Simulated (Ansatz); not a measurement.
# Grey tin (α-Sn)

All values below come from HSE06 in Ansatz (plane waves, PAW).

Numerical settings: plane-wave cutoff 500 eV, 8×8×8 k mesh, Fermi–Dirac smearing 0.1 eV, scalar-relativistic PAW data made under PBE.

Cell: relaxed at this level.

| Property | Result |
|---|---|
| volume per atom | 35.23 Å³/atom |
| equilibrium lattice constant a | 6.557 Å |
| band gap | zero (no gap) |

Measured, for comparison: band gap 0 eV (temperature not stated, not corrected to a static lattice; as tabulated in Das et al. (2018), arXiv:1807.05623); equilibrium volume per atom 33.97 Å³/atom, lattice constant a 6.477 Å (static lattice: zero-point anharmonic expansion removed; as tabulated in Mejia-Rodriguez and Trickey (2018), arXiv:1807.09216). Computed (rounded) less measured: equilibrium volume per atom +3.7 %, lattice constant a +1.2 %.

Note: exact exchange on metals is sensitive to the k mesh and can open a false gap; the run warned that the count of filled bands differs between k points.

Spin–orbit coupling is not included.

Computed values are for the static lattice.

Ansatz is a quantum-chemistry and plane-wave program.
